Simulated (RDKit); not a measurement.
RDKit input (UFF):

```python
from rdkit import Chem
from rdkit.Chem import AllChem, rdDetermineBonds

mol = Chem.MolFromXYZFile('mol.xyz')
rdDetermineBonds.DetermineBonds(mol, charge=-1)
print('SMILES', Chem.MolToSmiles(Chem.RemoveHs(mol)))
ff = AllChem.UFFGetMoleculeForceField(mol)
e0 = ff.CalcEnergy()
flag = ff.Minimize(maxIts=5000, forceTol=1e-5)
print(f'energy {e0:.4f} -> {ff.CalcEnergy():.4f} kcal/mol, converged: {flag == 0}')
print(Chem.MolToXYZBlock(mol))
```
mol.xyz:
```
6

C      0.11017686    -0.00298019     1.00069413
C      0.00657930    -0.64353847    -0.44488908
C     -0.02122354     0.64794511    -0.43798179
H     -0.92943803    -0.02760792     1.42083811
H      0.21074686    -1.50598837    -1.07199433
H      0.14549544     1.52503758    -1.05578336
```

Output:

```
SMILES C1=C[CH-]1
energy 237.9017 -> 3.8510 kcal/mol, converged: True
6

C     -0.255814   -0.030006    0.685120
C     -0.054799   -0.691241   -0.508865
C      0.073117    0.724024   -0.474100
H     -0.492346   -0.061366    1.739787
H     -0.019670   -1.616229   -1.067810
H      0.271849    1.667686   -0.963248
```

The dipole moment of an ion depends on the origin.

The geometry given is a B3LYP-D3(BJ)/def2-TZVP minimum.
